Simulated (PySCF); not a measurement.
Electric field gradients and quadrupole coupling constants

C4H12PS (charge +1).
Z-matrix (Å and degrees, GFN2-xTB geometry), rows numbered from 1:
```
C 
S   1  1.8079
C   2  1.8477  1   99.42
P   3  1.8150  2  106.42  1   158.26
C   4  1.7994  3  110.37  2   -65.50
C   4  1.7989  3  110.45  2    57.77
H   1  1.0856  2  109.65  3    59.50
H   1  1.0858  2  106.00  3   177.95
H   1  1.0860  2  109.92  3   -63.42
H   3  1.0928  2  109.24  1    39.74
H   3  1.0931  2  110.38  1   -81.21
H   4  1.3813  3  107.41  2   176.14
H   5  1.0917  4  108.78  3    58.90
H   5  1.0901  4  109.78  3   178.37
H   5  1.0901  4  110.30  3   -61.14
H   6  1.0900  4  110.42  3    58.70
H   6  1.0917  4  108.60  3   -60.92
H   6  1.0901  4  109.81  3   179.43
```

Field gradients from the PBE0/pcSseg-1 density (PySCF, non-relativistic), principal values in atomic units, ordered |Vxx| ≤ |Vyy| ≤ |Vzz|:

```tsv
atom	Vxx	Vyy	Vzz
S2	0.4940	2.8451	-3.3391
```

Question: Find the asymmetry η = (Vxx − Vyy)/Vzz and the couplings χ = eQV/h (234.96 MHz × Q in barn × V in au), with Q(33S) = −0.0678 b.

Answer: 
```json
{"atom": "S2", "environment": "sulfide sulfur", "nucleus": "33S", "η": "0.70", "χzz (MHz)": "53.19", "χxx (MHz)": "-7.87", "χyy (MHz)": "-45.32"}
```

The tensor is traceless: Vxx + Vyy + Vzz = 0.

Question: What is Vzz at S2 in SI units (1 au = 9.71736 × 10²¹ V/m²)?

Answer: -3.3391 au = -32.447 × 10²¹ V/m².

Question: And the gradient at the other heavy atoms, for which no coupling is worked out here?

Answer: 
```json
{"atom": "C1", "environment": "S-methyl carbon", "Vzz (au)": "0.356", "η": "0.03"}
{"atom": "C3", "environment": "sp3 carbon bound to sulfur", "Vzz (au)": "-0.204", "η": "0.83"}
{"atom": "P4", "environment": "phosphonium phosphorus", "Vzz (au)": "0.127", "η": "0.66"}
{"atom": "C5", "environment": "sp3 carbon bound to phosphorus", "Vzz (au)": "0.206", "η": "0.12"}
{"atom": "C6", "environment": "sp3 carbon bound to phosphorus", "Vzz (au)": "0.202", "η": "0.04"}
```

Question: What couplings would deuterons (Q(2H) = 0.00286 b) have in place of the hydrogens, at this geometry?

Answer: 
```csv
atom,bonded to,bond length (Å),Vzz (au),η,χzz (kHz)
H7,C1,1.086,0.3099,0.05,208
H8,C1,1.086,0.3100,0.06,208
H9,C1,1.086,0.3106,0.05,209
H10,C3,1.093,0.2957,0.04,199
H11,C3,1.093,0.2950,0.04,198
H12,P4,1.381,0.1953,0.00,131
H13,C5,1.092,0.2958,0.04,199
H14,C5,1.090,0.3031,0.05,204
H15,C5,1.090,0.3033,0.05,204
H16,C6,1.090,0.3029,0.05,204
H17,C6,1.092,0.2968,0.05,199
H18,C6,1.090,0.3028,0.05,203
```

The structure is a single GFN2-xTB conformer in the gas phase; no vibrational or solvent corrections. GFN2-xTB bond lengths can be off by several hundredths of an ångström, more for odd bonds, and the gradients follow them. The small basis limits the accuracy of the gradients.
